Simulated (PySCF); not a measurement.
Level of theory: B3LYP-D3(BJ)/def2-TZVP // PBE0-D4/def2-TZVP run with PySCF. Isolated molecules, 0 K electronic values unless said otherwise. B3LYP has the VWN-RPA correlation part, as in Gaussian. Delta-SCF ions had no search for a lower state. Excitations are Tamm–Dancoff values on a coarser integration grid. The basis has no diffuse functions, so Rydberg states are missing or too high.

Reference species (SMILES): `ClC(Cl)Cl` (neutral, multiplicity 1).

| Quantity | Value |
|---|---|
| S1 excitation (TDA) | 6.30 eV |
| vertical ionisation energy (Delta-SCF) | 10.98 eV |

Changed species: `ClC(Cl)(Cl)Cl` (0 of 4 Cl replaced by H; the reference has 1 of 4 Cl replaced by H).

### Question
Give the shifts of the S1 excitation (TDA) and vertical ionisation energy (Delta-SCF).

### Answer
the S1 excitation (TDA) falls by 0.43 eV, to 5.87 eV; the vertical ionisation energy (Delta-SCF) is nearly the same.
